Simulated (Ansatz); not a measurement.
# CH6NSi: comparison of dispersion corrections, by script

A script is to give a comparison of dispersion corrections; the system is CH6NSi. SMILES: CN[SiH2].

Program: the Python package of Ansatz 0.2.0. The levels of theory stand in the script. These are calculated values, not measurements.

### 1 Starting point

Bond lengths: C1–N2 1.392 Å, N2–Si3 1.693 Å, C1–H4 1.045 Å, C1–H5 1.128 Å, C1–H6 1.150 Å, N2–H7 1.042 Å, Si3–H8 1.415 Å, Si3–H9 1.526 Å. Angles: C1–N2–Si3 123.2°, C1–N2–H7 110.1°, Si3–N2–H7 108.9°, N2–C1–H4 113.8°, N2–C1–H5 112.6°, N2–C1–H6 113.3°, H4–C1–H5 104.3°, H4–C1–H6 108.7°, H5–C1–H6 103.4°, N2–Si3–H8 108.5°, N2–Si3–H9 106.5°, H8–Si3–H9 110.7°.

The script holds or builds the structure itself.

### 2 The code

The input, disp_ch6nsi.py:

```python
"""Size of D3 and D4 in CH6NSi."""

import logging
import sys

import ansatz as az

logging.basicConfig(stream=sys.stdout, format="%(levelname)s:%(name)s:%(message)s")
logger = logging.getLogger("calc")
logger.setLevel(logging.INFO)


def main() -> None:
    ch6nsi = (
        az.Crystal.molecule()
        .atom("C", [-0.4273, 0.4703, -0.8606])
        .atom("N", [0.7154, -0.0356, -0.2478])
        .atom("Si", [0.6681, -1.0693, 1.0924])
        .atom("H", [-1.0787, -0.2671, -1.2124])
        .atom("H", [-0.1911, 1.0912, -1.7726])
        .atom("H", [-1.0187, 1.1947, -0.1918])
        .atom("H", [1.3904, 0.7349, -0.0568])
        .atom("H", [-0.4, -1.9803, 0.9187])
        .atom("H", [0.4303, -0.1852, 2.3137])
    )

    job = (
        ch6nsi.calculation()
        .basis(gaussian="def2-SVP")
        .spin("collinear", total=1)
    )
    for name in ["b3lyp", "revpbe"]:
        for correction in ("d3bj", "d4"):
            report = job.functional(name, dispersion=correction).run(threads=1).report
            logger.info(f"{name:8s} {correction:5s} total {report['free_energy_ev']:.5f} eV, of which dispersion {1000 * report['dispersion']['energy']['ev']:.2f} meV")


if __name__ == "__main__":
    main()
```

### 3 The run

Launch:

```
python disp_ch6nsi.py
```

Output:

```text
INFO:calc:b3lyp    d3bj  total -10497.28629 eV, of which dispersion -285.79 meV
INFO:calc:b3lyp    d4    total -10497.24877 eV, of which dispersion -248.26 meV
INFO:calc:revpbe   d3bj  total -10494.29414 eV, of which dispersion -421.29 meV
INFO:calc:revpbe   d4    total -10494.39467 eV, of which dispersion -521.81 meV
```

It took 13 s on 1 thread of Arm Neoverse V1, shared host; peak memory 0.23 GiB.

Lines on the test bed's own set-up are left out of the output.

### 4 Run by run

The 4 runs, in the order started:

```csv
run,functional,dispersion,energy (eV),<S²>,SCF cycles,CPU time (s)
1,b3lyp,d3bj,-10497.2863,0.75,18,3.3
2,b3lyp,d4,-10497.2488,0.75,18,3.3
3,revpbe,d3bj,-10494.2941,0.75,19,2.8
4,revpbe,d4,-10494.3947,0.75,19,2.8
```

Totals hang on method, basis and potentials, so only like runs compare.

### 5 Results

| quantity | value |
| --- | --- |
| dispersion energy | -521.81 to -248.26 meV |
| runs compared | 4 |

In words: The dispersion term depends on the functional it is damped for, so it isn't a property of the molecule alone. All 4 runs converged, in 18 to 19 cycles. Caveats:
- The geometry is a force-field or estimated start, not a minimum of this method, and the basis set is short of its limit. D4 holds the three-body term, and d3bj doesn't.
- The species is open-shell (spin multiplicity 2).
- b3lyp holds the VWN-RPA fit, as in Gaussian; the form of ORCA and Turbomole is b3lyp5.
